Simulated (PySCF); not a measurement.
Acid–base and redox partners of CCC. All species are isolated molecules in the gas phase. One relaxed conformer stands for each flexible species; it need not be the lowest. Strings in code marks are SMILES.

Quantity: vertical detachment energy (energy after one electron is removed minus that of the parent at the parent's geometry), in eV.

Case: `C[CH-]C` (not the most acidic site). Geometry of `C[CH-]C` (charge -1, multiplicity 1, Å):

```xyz
10

C     -1.1937    -0.2819    -0.2135
C      0.0638     0.4248    -0.6599
C      1.2229     0.0431     0.2293
H     -2.0843     0.0779    -0.7440
H     -1.4219    -0.1855     0.8955
H     -1.1465    -1.3673    -0.3890
H     -0.0959     1.5118    -0.5867
H      1.5191    -1.0088     0.0995
H      2.1189     0.6433     0.0262
H      1.0176     0.1426     1.3425
```

Q: Predict the vertical detachment energy (energy after one electron is removed minus that of the parent at the parent's geometry) from B3LYP-D3(BJ)/def2-TZVPD (PySCF).

A: 0.082 eV.
